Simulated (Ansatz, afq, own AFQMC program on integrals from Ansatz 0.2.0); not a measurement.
Two steps: Ansatz 0.2.0 writes the Fock matrix and Cholesky factors of the valence space, and afq projects on them the lowest state that overlaps trial and start.

```yaml
crystal:
  periodic: [false, false, false]
  atoms:
    - {symbol: Ta, position_ang: [0.000000, 0.000000, 0.000000]}
basis:
  gaussian: {orbitals: def2-SVP}
magnetization: {spin_polarized: true, initial_magnetization: 3}
correlation: {method: ccsd_t, electrons: outside_noble_gas, hamiltonian_folder: ham}
```

```sh
$ ansatz run in.yaml --threads 1 --pin off --events-out ev --progress --plain --max-ram 16896MiB --backend cuda --devices 0, --max-vram 18GiB
```

Options of the walk:

```
--method phaseless --trial cisd --walkers 160 --populations 1 --least-time 40 --time-step 0.0025 --steps-per-block 50 --equilibration-blocks 48 --max-blocks 320 --target-error 0.00054 --factor-cut 1e-05 --start determinant --seed 427 --release-times 0.3,0.6,0.9,1.2 --release-step 0.05 --release-every 8 --taylor-order 6
```

Times are imaginary, in 1/Eh. The walk had a cap of 60 s. Core potentials past Kr, no spin–orbit coupling.

Output of the walk:

```
orbitals 28  electrons 4 1  factors 199 of 199
reference energy -56.28580678 Eh
CCSD correlation -0.06158658 Eh in 12 cycles, weight of the determinant in the CISD state 0.9224
energy of the start -56.347392 Eh
 block  time / (1/Eh)  mean weight  energy / Eh
     1     0.125  1.0000  -56.347317
     2     0.250  0.9998  -56.347327
     3     0.375  0.9999  -56.347421
     4     0.500  1.0002  -56.347640
     5     0.625  0.9999  -56.347837
     7     0.875  0.9999  -56.348062
     9     1.125  1.0001  -56.348275
    17     2.125  0.9997  -56.348878
    33     4.125  1.0000  -56.349653
    49     6.125  1.0000  -56.349462
    65     8.125  1.0003  -56.350414
    81    10.125  0.9954  -56.349887
    97    12.125  1.0001  -56.349288
   113    14.125  0.9998  -56.349195
   129    16.125  1.0003  -56.351213
   137    17.125  1.0002  -56.351430
   145    18.125  1.0005  -56.350123
   161    20.125  1.0001  -56.349286
   177    22.125  1.0002  -56.349688
   193    24.125  0.9997  -56.349889
   209    26.125  0.9998  -56.350171
   225    28.125  0.9938  -56.349636
   241    30.125  1.0007  -56.348729
   249    31.125  1.0000  -56.348175
   257    32.125  1.0003  -56.349068
   273    34.125  1.0002  -56.348269
   289    36.125  0.9995  -56.348683
   305    38.125  0.9999  -56.350457
   321    40.125  0.9997  -56.350590
blocks merged  error / Eh  count
     1  0.000054  274
     2  0.000072  137
     4  0.000095  68
     8  0.000127  34
    16  0.000156  17
    32  0.000217  8
released: time / (1/Eh)  energy / Eh  error  mean overlap
  0.30  -56.349748  0.000176  0.9948
  0.60  -56.349918  0.000167  0.9956
  0.90  -56.350018  0.000186  0.9862
  1.20  -56.350260  0.000159  0.9771
energy -56.349705 +/- 0.000156 Eh
(rows thinned)
```

The run passed its tests (sampling time, drift between the halves within three errors, error under three times the target), which doesn't prove that it has relaxed, ending at its cap on processor time.

Against this walk (error 4.3 meV) on the same determinant: CCSD(T) 2.0 meV higher (within the noise), CCSDT(Q) 33.7 meV lower, CCSDTQ 34.9 meV lower, full CI 34.8 meV lower, a separate phaseless walk with a CISD trial and standard settings 0.5 ± 4.3 meV higher (within the noise). The error is statistical and leaves out the bias of the constraint. The released energies are still falling (meV from the phaseless value at times in 1/Eh: -1 ± 5 at 0.30, -6 ± 5 at 0.60, -9 ± 5 at 0.90, -15 ± 4 at 1.20), so they give no level. Full CI is exact here, so the walk's 35 meV above it is the walk's own error: the bias of the constraint with this trial.

Cautions: constraint bias not in the error; no spin-orbit coupling; outer-core shells of the metal frozen; the sampling time fell short of the least asked.

The walk took 60 s on 1 × NVIDIA H100 80GB HBM3 with 2 threads of AMD EPYC 7R13 Processor (Zen 3), on a shared host (the card was shared). The log's last line is the phaseless energy.

CCSDT and higher add their correlation energy to the determinant of the CCSD(T) run, since their own runs factorise the integrals more tightly (a shift of under 2 meV).
